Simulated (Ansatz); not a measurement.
**[Cl···H···SiH2], singlet: the ladder up to RCCSDT(Q)**

Geometry: a point of a hydrogen-transfer path between rigid fragments, not a stationary point.

```json
{"atom": "Cl", "x (Å)": "-1.4519", "y (Å)": "0.0265", "z (Å)": "0.0000"}
{"atom": "H", "x (Å)": "0.0551", "y (Å)": "0.0265", "z (Å)": "0.0000"}
{"atom": "Si", "x (Å)": "1.6671", "y (Å)": "0.0265", "z (Å)": "0.0000"}
{"atom": "H", "x (Å)": "2.2793", "y (Å)": "-0.8478", "z (Å)": "1.0900"}
{"atom": "H", "x (Å)": "2.2793", "y (Å)": "-0.8478", "z (Å)": "-1.0900"}
```

Basis cc-pVDZ; Ansatz 0.2.0. Only valence electrons are correlated (noble-gas cores frozen), which leaves 14 electrons in 41 orbitals. Prefix R: restricted or restricted open-shell reference; prefix U: unrestricted. Active spaces: pair = (2e, 2o) about the gap; valence = (14e, 11o) chosen from the atoms' valence shells.

Full CI isn't at hand for all of this; RCCSDT(Q) serves as the reference, and is uncertain by about the last step of the cluster series. The frozen core follows each run's orbitals, which can shift R against U totals by a few meV.

Unrestricted rows (U) aren't spin-pure: their determinants' ⟨S²⟩ exceeds S(S+1) by up to 0.71, so they mix in states of higher spin.

```
UHF ⟨S²⟩                          : 0.713
T1 diagnostic (RCCSD)             : 0.0176
largest doubles amplitude (RCCSD) : 0.157
```

```json
{"level": "RHF", "E − E(RCCSDT(Q)) (kJ/mol)": "805.2", "share of correlation (%)": "0.00", "wall time": "–"}
{"level": "UHF", "E − E(RCCSDT(Q)) (kJ/mol)": "763.2", "share of correlation (%)": "5.22", "wall time": "–"}
{"level": "RMP2", "E − E(RCCSDT(Q)) (kJ/mol)": "135.4", "share of correlation (%)": "83.19", "wall time": "–"}
{"level": "UMP2", "E − E(RCCSDT(Q)) (kJ/mol)": "155.0", "share of correlation (%)": "80.75", "wall time": "–"}
{"level": "CISD", "E − E(RCCSDT(Q)) (kJ/mol)": "108.6", "share of correlation (%)": "86.51", "wall time": "1.1 s"}
{"level": "RCCSD", "E − E(RCCSDT(Q)) (kJ/mol)": "29.4", "share of correlation (%)": "96.35", "wall time": "–"}
{"level": "UCCSD", "E − E(RCCSDT(Q)) (kJ/mol)": "34.6", "share of correlation (%)": "95.71", "wall time": "–"}
{"level": "RCCSD(T)", "E − E(RCCSDT(Q)) (kJ/mol)": "6.0", "share of correlation (%)": "99.25", "wall time": "2.1 s"}
{"level": "UCCSD(T)", "E − E(RCCSDT(Q)) (kJ/mol)": "13.4", "share of correlation (%)": "98.34", "wall time": "6 s"}
{"level": "BCCD(T)", "E − E(RCCSDT(Q)) (kJ/mol)": "6.1", "share of correlation (%)": "99.24", "wall time": "0.87 s"}
{"level": "RCCSDT", "E − E(RCCSDT(Q)) (kJ/mol)": "2.2", "share of correlation (%)": "99.73", "wall time": "–"}
{"level": "UCCSDT", "E − E(RCCSDT(Q)) (kJ/mol)": "3.1", "share of correlation (%)": "99.61", "wall time": "–"}
{"level": "UCCSDT(Q)", "E − E(RCCSDT(Q)) (kJ/mol)": "0.1", "share of correlation (%)": "99.98", "wall time": "58 s"}
{"level": "CASSCF (pair space)", "E − E(RCCSDT(Q)) (kJ/mol)": "735.3", "share of correlation (%)": "8.68", "wall time": "–"}
{"level": "NEVPT2 (pair space)", "E − E(RCCSDT(Q)) (kJ/mol)": "112.6", "share of correlation (%)": "86.02", "wall time": "0.78 s"}
{"level": "MRCISD (pair space)", "E − E(RCCSDT(Q)) (kJ/mol)": "81.4", "share of correlation (%)": "89.89", "wall time": "–"}
{"level": "MRCISD+Q (pair space)", "E − E(RCCSDT(Q)) (kJ/mol)": "7.9", "share of correlation (%)": "99.02", "wall time": "1 s"}
{"level": "CASSCF (valence space)", "E − E(RCCSDT(Q)) (kJ/mol)": "598.0", "share of correlation (%)": "25.73", "wall time": "–"}
{"level": "NEVPT2 (valence space)", "E − E(RCCSDT(Q)) (kJ/mol)": "145.3", "share of correlation (%)": "81.96", "wall time": "7 s"}
```

The correlation energy at RCCSDT(Q), counted from RHF, is -8.346 eV. That run took 13 s on 1 thread of Arm Neoverse V2, shared host.

Times hold each run's SCF and search for its determinant on a shared host, so for small cases they say little of a method's own cost; they ran on 1 thread of Arm Neoverse V2.

Natural occupations of CASSCF (valence space) about the gap: 1.999 1.984 1.975 1.972 1.837 0.166 0.026 0.024 0.018; effectively unpaired electrons, Σ n²(2−n)², 0.20.
